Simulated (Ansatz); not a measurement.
Geometry optimisation, RKS PBE0-D4/def2-SVPD (Ansatz 0.2.0).

input.yaml

```yaml
crystal:
  periodic: [false, false, false]
  atoms:
    - { symbol: B, position_ang: [-0.108853, 0.538744, -0.418291] }
    - { symbol: "N", position_ang: [0.021123, -0.03175, 2.257388] }
    - { symbol: H, position_ang: [-0.710026, -0.51607, 2.764808] }
    - { symbol: H, position_ang: [0.893681, -0.115185, 2.767505] }
    - { symbol: H, position_ang: [0.99504, 0.11097, -0.630266] }
    - { symbol: H, position_ang: [-1.123064, -0.07698, -0.586564] }
    - { symbol: S, position_ang: [-0.20425, 2.351939, -0.02892] }
    - { symbol: H, position_ang: [-1.546912, 2.439878, 0.102018] }
    - { symbol: H, position_ang: [-0.215939, 0.972654, 2.183121] }
basis:
  gaussian: { orbitals: def2-SVPD }
hamiltonian:
  xc: pbe0
  dispersion: d4
relax:
  f_tol: 0.03
  max_steps: 50
```

Run as:

```bash
$ ansatz run input.yaml --threads 4 --pin off --max-ram 5120MiB --backend cpu --events-out ev --progress --plain --runs-dir out
```

**Question.** Where does it end, and by what steps?

**Answer.** The forces met the threshold. After 17 steps the energy has fallen by 0.981 eV; H3 moved furthest, 0.94 Å. Joined: B1–N2 (2.74 → 1.63 Å).

```tsv
step	energy less start (eV)	largest force component (eV/Å)	accepted
0	0.0000	0.905	yes
1	-0.1164	1.151	yes
2	-0.3183	1.713	yes
3	-0.7076	1.240	yes
4	-0.8568	0.943	yes
5	-0.8226	1.562	no
6	-0.9035	0.111	yes
7	-0.9062	0.051	yes
8	-0.9085	0.132	yes
9	-0.9276	0.280	yes
10	-0.8818	1.361	no
11	-0.9442	0.177	yes
12	-0.9577	0.203	yes
13	-0.9621	0.569	yes
14	-0.9789	0.041	yes
15	-0.9637	0.291	no
16	-0.9805	0.035	yes
17	-0.9808	0.013	yes
```

```xyz
9
Properties=species:S:1:pos:R:3
B -0.181 0.389 0.240
N -0.057 0.186 1.854
H -0.092 -0.800 2.116
H 0.824 0.582 2.183
H 0.760 -0.219 -0.235
H -1.273 -0.047 -0.072
S 0.048 2.244 -0.104
H -1.222 2.662 0.090
H -0.807 0.677 2.339
```

Whether the end is a true minimum wasn't checked by a vibrational analysis.

Time of the run: 23 s on 4 threads of Arm Neoverse V1, with other jobs on the host, peak memory 0.21 GiB.
